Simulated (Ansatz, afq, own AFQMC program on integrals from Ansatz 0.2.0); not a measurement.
AFQMC on a folder of integrals that Ansatz 0.2.0 wrote.

```yaml
crystal:
  periodic: [false, false, false]
  atoms:
    - {symbol: Si, position_ang: [-1.013966, 0.000000, 0.000000]}
    - {symbol: H, position_ang: [-1.508838, 1.399708, 0.000000]}
    - {symbol: H, position_ang: [-1.508838, -0.699854, 1.212183]}
    - {symbol: H, position_ang: [-1.508838, -0.699854, -1.212183]}
    - {symbol: H, position_ang: [0.661034, 0.000000, 0.000000]}
    - {symbol: F, position_ang: [1.704034, 0.000000, 0.000000]}
basis:
  gaussian: {orbitals: cc-pVTZ}
magnetization: {spin_polarized: true, initial_magnetization: 1}
correlation: {method: ccsd_t, electrons: outside_noble_gas, hamiltonian_folder: ham}
```

```sh
$ ansatz run in.yaml --threads 1 --pin off --events-out ev --progress --plain --max-ram 24576MiB --backend cuda --devices 0, --max-vram 18GiB
```

Options of the walk:

```
--method phaseless --trial hf --walkers 600 --populations 10 --least-time 40 --time-step 0.005 --steps-per-block 20 --equilibration-blocks 112 --max-blocks 4000 --target-error 0.00115 --factor-cut 1e-05 --start spin_pure --seed 2736 --taylor-order 6
```

Times are imaginary, in 1/Eh. The walk had a cap of 96 s. With eight or more populations the least sampling time is a fifth of least-time, and the error comes from their spread.

Output of the walk:

```
orbitals 114  electrons 8 7  factors 694 of 699
reference energy -390.65881447 Eh
CCSD correlation -0.42872985 Eh in 13 cycles, weight of the determinant in the CISD state 0.8742
energy of the start -390.659327 Eh
 block  time / (1/Eh)  mean weight  energy / Eh
     1     0.100  1.0056  -390.832957
     2     0.200  1.0046  -390.922809
     3     0.300  1.0039  -390.966968
     4     0.400  1.0030  -390.999087
     5     0.500  1.0033  -391.019646
     8     0.800  1.0005  -391.038240
    13     1.300  0.9992  -391.074479
    31     3.100  0.9998  -391.094142
    49     4.900  0.9981  -391.088860
    67     6.700  1.0003  -391.094470
    85     8.500  0.9991  -391.109678
   103    10.300  1.0002  -391.119682
   121    12.100  0.9992  -391.098350
   127    12.700  0.9990  -391.084104
   139    13.900  1.0003  -391.098449
   157    15.700  1.0002  -391.122993
   175    17.500  1.0005  -391.089480
   193    19.300  0.9993  -391.084677
   211    21.100  0.9981  -391.112175
   229    22.900  0.9995  -391.129776
   247    24.700  0.9995  -391.102717
error from the spread of 10 populations
energy -391.104123 +/- 0.001074 Eh
(rows thinned)
```

The run passed its tests (sampling time, drift between the halves within three errors, error under three times the target), which doesn't prove that it has relaxed.

Against this walk (error 29.2 meV) on the same determinant: CCSD(T) 127.7 meV higher, the released energy of a separate walk with a CISD trial 99.2 ± 30.3 meV higher, a separate phaseless walk with a CISD trial and standard settings 98.8 ± 29.9 meV higher. The error is statistical and leaves out the bias of the constraint. AFQMC with the constraint released is the surest value here, so the walk's 99 meV below it is most likely the bias of the constraint with this trial, which can have either sign.

Cautions: constraint bias not in the error.

The walk took 23 s on 1 × NVIDIA H100 80GB HBM3 with 2 threads of AMD EPYC 7R13 Processor (Zen 3), on a shared host (the card was shared). The log's last line is the phaseless energy.

A walk keeps the symmetry of its determinant, which the program's search chose and which needn't be the lowest solution, so a lower state of the same spin and another symmetry isn't excluded.
